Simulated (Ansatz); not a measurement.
# Other spins and charges of GeCl2, singlet at one geometry

Geometry (PBE0/def2-TZVP stationary point for this spin, not checked as a minimum):

| atom | x (Å) | y (Å) | z (Å) |
| --- | --- | --- | --- |
| Ge | 0.0000 | -0.6920 | 0.0000 |
| Cl | 0.0000 | 0.7089 | -1.6730 |
| Cl | 0.0000 | 0.7089 | 1.6730 |

Basis cc-pVDZ; Ansatz 0.2.0. Only valence electrons are correlated (noble-gas cores and the filled d shells of p-block atoms frozen). R marks a restricted (for open shells ROHF) determinant, U an unrestricted one. Active spaces: valence = (18e, 12o) chosen from the atoms' valence shells. No spin–orbit coupling is included, and no scalar relativity.

Gaps are energies of the second state less the first, at fixed atoms, for a selection of the levels run; each method lands on the state that its own search finds for that charge and spin.

Removing an electron, to the doublet: 10.002 eV at UCCSDT(Q).

| level | gap (eV) | error (meV) |
| --- | --- | --- |
| UHF | 9.725 | -277 |
| UMP2 | 10.108 | 106 |
| UCCSD | 10.094 | 92 |
| UCCSD(T) | 10.031 | 29 |
| BCCD(T) | 10.034 | 32 |
| UCCSDT | 10.011 | 9 |
| CASSCF (valence space) | 9.380 | -622 |
| NEVPT2 (valence space) | 9.885 | -117 |
| MRCISD (valence space) | 9.895 | -107 |
| MRCISD+Q (valence space) | 9.994 | -8 |
| PBE | 10.114 | 112 |
| r2SCAN | 10.309 | 307 |
| PBE0 | 10.343 | 341 |
| B3LYP | 10.326 | 324 |
| wB97M-V | 10.424 | 422 |
| B2PLYP | 10.213 | 211 |
| RPA-PBE | 9.950 | -52 |

Triplet less singlet: 2.705 eV at UCCSDT(Q).

```tsv
level	gap (eV)	error (meV)
UHF	2.148	-557
UMP2	2.655	-50
UCCSD	2.682	-23
UCCSD(T)	2.707	2
BCCD(T)	2.718	13
UCCSDT	2.703	-2
CASSCF (valence space)	2.589	-116
NEVPT2 (valence space)	2.724	19
MRCISD (valence space)	2.713	8
MRCISD+Q (valence space)	2.734	29
PBE	2.820	115
r2SCAN	2.659	-46
PBE0	2.743	38
B3LYP	2.908	203
wB97M-V	2.908	203
B2PLYP	2.848	143
RPA-PBE	2.704	-1
```

In so small a basis the reference is far from its limit while semilocal and hybrid functionals are nearer theirs (RPA and double hybrids share much of the reference's basis error), so the functionals' errors here hold much of the reference's basis and frozen-core error, which can add to them or hide them.

Full CI isn't at hand for all of this; UCCSDT(Q) serves as the reference, and is uncertain by about the last step of the cluster series. The frozen core follows each run's orbitals, which can shift R against U totals by a few meV for light atoms and by up to 0.1 eV past Ca.
